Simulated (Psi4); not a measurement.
Psi4 input (wB97X-D/6-311+G**):

```
memory 1500 MB

molecule {
-1 1
C    -0.01183665    0.99144419    0.16305088
C     1.48020722    0.71088388    0.05518583
Cl   -0.83320109   -0.80067899   -0.03691672
H    -0.32290259    1.38674071   -0.81937582
H     1.98476567    1.68889719    0.00569105
H     1.86225212    0.20273138    0.94920951
H     1.83008002    0.11920500   -0.81736090
symmetry c1
no_reorient
no_com
}

set {
  basis 6-311+G**
  reference rks
  scf_type pk
  dft_radial_points 99
  dft_spherical_points 590
  e_convergence 1e-8
  d_convergence 1e-7
  maxiter 150
}

e = energy('wb97x-d')
print_out(f'\nFINAL {e:.10f} DIPOLE {variable("CURRENT DIPOLE")[0]:.6f} {variable("CURRENT DIPOLE")[1]:.6f} {variable("CURRENT DIPOLE")[2]:.6f}\n')
```

From the last part of the output:

```
    One-Electron Energy =                -927.2574074285125789
    Two-Electron Energy =                 327.1973257949418326
    DFT Exchange-Correlation Energy =     -29.0740330043545612
    Empirical Dispersion Energy =          -0.0015298654771130
    VV10 Nonlocal Energy =                  0.0000000000000000
    Total Energy =                       -538.7813376181893545

Computation Completed

Properties will be evaluated at   0.000000,   0.000000,   0.000000 [a0]

Properties computed using the SCF density matrix

 Multipole Moments:

 ------------------------------------------------------------------------------------
     Multipole            Electronic (a.u.)      Nuclear  (a.u.)        Total (a.u.)
 ------------------------------------------------------------------------------------

 L = 1.  Multiply by 2.5417464519 to convert [e a0] to [Debye]
 Dipole X            :          0.7931138            0.0000002            0.7931140
 Dipole Y            :         -0.4691191           -0.0000002           -0.4691193
 Dipole Z            :         -0.6595498           -0.0000003           -0.6595501
 Magnitude           :                                                    1.1331854

 ------------------------------------------------------------------------------------

FINAL -538.7813376182 DIPOLE 0.793114 -0.469119 -0.659550

*** Psi4 exiting successfully. Buy a developer a beer!
```

The dipole moment of an ion depends on the origin.
